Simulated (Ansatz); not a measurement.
Antifluorite Mg2Ge, treated with PBE0 in Ansatz (plane waves, PAW).

Settings: plane-wave cutoff 460 eV, 8×8×8 k mesh, Fermi–Dirac smearing 0.01 eV, scalar-relativistic PAW data made under PBE.

Computed points:

```json
[
 {"V (Å³/atom)": "20.529", "E − E_lowest (meV/atom)": "10.19", "P (GPa)": "3.14"},
 {"V (Å³/atom)": "21.070", "E − E_lowest (meV/atom)": "2.45", "P (GPa)": "1.47"},
 {"V (Å³/atom)": "21.617", "E − E_lowest (meV/atom)": "0.00", "P (GPa)": "-0.02"},
 {"V (Å³/atom)": "22.150", "E − E_lowest (meV/atom)": "2.20", "P (GPa)": "-1.29"},
 {"V (Å³/atom)": "22.690", "E − E_lowest (meV/atom)": "8.51", "P (GPa)": "-2.44"}
]
```

### Question
Fit the third-order Birch–Murnaghan equation and give B0 and B′.

### Answer
V0 = 21.613 Å³/atom, B0 = 55.1 GPa, B′ = 4.0 (fit to the energies at full precision).

Measured, for comparison: equilibrium volume per atom 21.69 Å³/atom (temperature not stated, no zero-point or thermal correction; as tabulated in Grosch, Range, J. Alloys Compd. 235, 250 (1996)). Computed (rounded) less measured: equilibrium volume per atom -0.4 %. A static lattice is as a rule a little smaller and stiffer than an uncorrected measurement, which narrows the difference in the equilibrium volume per atom and would widen misses of the other sign.

Static lattice: no zero-point or thermal effects.

The result took around 11 core-minutes (rough).

Ansatz is a program for electronic structure.
